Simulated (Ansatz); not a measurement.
**Dissociation curves of BNH2F (SMILES N[B]F)**

BNH2F: 5 atoms, total charge 0, spin state doublet. SMILES: `N[B]F`. The shape is that of a PBE0-D4/def2-TZVP optimisation. This is one conformer, not always the lowest.

```xyz
5

N    -0.3152    0.2846   -0.2983
B     0.2568   -0.9047    0.1193
F     1.1865   -0.9571    1.0606
H    -1.0196    0.3220   -1.0120
H    -0.0585    1.1817    0.0889
```

The N1–H4 distance is scanned; the parts on either side stay rigid. Basis STO-3G, 3 core orbitals frozen in the correlated methods; program Ansatz 0.2.0. FCI is exact within this basis and core. Energies in eV from each method's value at 1.003 Å; open shells run as named. The shape above is that at 1.003 Å.

```
distance (Å)  UBLYP  UCAM-B3LYP  UB2PLYP  UMP2
       1.003   0.00        0.00     0.00  0.00
       1.254   0.65        0.85     0.84  0.87
       1.505   2.19        2.66     2.64  3.00
       2.007   4.28        5.23     5.26  5.33
       2.509   4.81        5.61     5.57  5.60
```

Estimate the FCI curve, and say how far off each method is.


| distance (Å) | FCI |
| --- | --- |
| 1.003 | 0.00 |
| 1.254 | 0.74 |
| 1.505 | 2.38 |
| 2.007 | 4.60 |
| 2.509 | 4.70 |

Departure from the FCI curve at its largest: UBLYP -0.32 eV at 2.01 Å; UCAM-B3LYP +0.91 eV at 2.51 Å; UB2PLYP +0.87 eV at 2.51 Å; UMP2 +0.90 eV at 2.51 Å. For the functionals part of the departure is owed to the small basis.
